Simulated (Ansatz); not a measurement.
A made-up structure of NaBSiH4, closed shell:

```
7
angstrom
Na -2.8454 -1.0154 -0.5040
B -0.4518 -1.0496 0.1652
Si 0.6351 0.6065 -0.0858
H 0.0624 -1.9782 0.7366
H -4.4565 -1.5842 -1.4847
H 0.1705 1.4847 1.0426
H 2.1340 0.5975 -0.0177
```

It is relaxed with PBE-D4/def2-SVP and then PBE0-D4/def2-TZVP (Ansatz 0.2.0). Atoms count as bonded within 1.22 times the sum of their covalent radii (H–H: 0.88 Å). The end point is not checked to be a true minimum.

Problem. Does its bonding change? (A judgement: the text doesn't fix the answer.)

Solution. The calculation gives: Yes. Formed: Na1–Si3, B2–H5; broken: Na1–H5.

Where it ends: The first stage lowers the energy by 4.95 eV in 28 steps. It ends as NaBSiH₄ ([BH2]1[Na][SiH2]1):
Na1  (-1.543, -0.854, -2.039)
B2  (-1.083, -1.197, 0.431)
Si3  (-0.076, 0.365, 0.214)
H4  (-0.596, -2.275, 0.191)
H5  (-2.266, -1.133, 0.658)
H6  (-0.573, 1.746, 0.472)
H7  (1.385, 0.408, -0.076)
(Å)

Labels in which every atom is bracketed show which atoms are joined, not bond orders.

For scale, one of the runs: PBE0-D4/def2-TZVP relaxation, 124 basis functions, launched by `ansatz run in.yaml --threads 2 --pin off --events-out ev --progress --plain --max-ram 4352MiB`. The run took about 15 s on 2 CPU threads of an Arm Neoverse V1 (shared host).
